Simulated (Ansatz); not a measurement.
```xyz
6

C     0.0003   -1.1423    0.0000
H    -1.0560   -1.3847    0.0000
H     0.5202   -1.4074    0.9124
H     0.5202   -1.4074   -0.9124
H     0.0116    0.1601    0.0000
O     0.0003    1.3616    0.0000
```

Basis set: pcseg-2 (spherical functions). Charge 0, multiplicity 3.

Computed with Ansatz (development build ahead of 0.2.0); each method stands on the lowest determinant of its kind that the runs found.

The atomization energy at this shape (free ground-state atoms in the same class of orbitals less the molecule, no zero-point energy) of triplet CH4O:

```json
{"method": "PBE (unrestricted)", "atomization energy": "1757.2 kJ/mol"}
```

Q: What does PBE0 (unrestricted) give?

A: 1715.2 kJ/mol. Caution: other spin multiplicities may lie lower.

The shape needn't be a minimum at these levels.
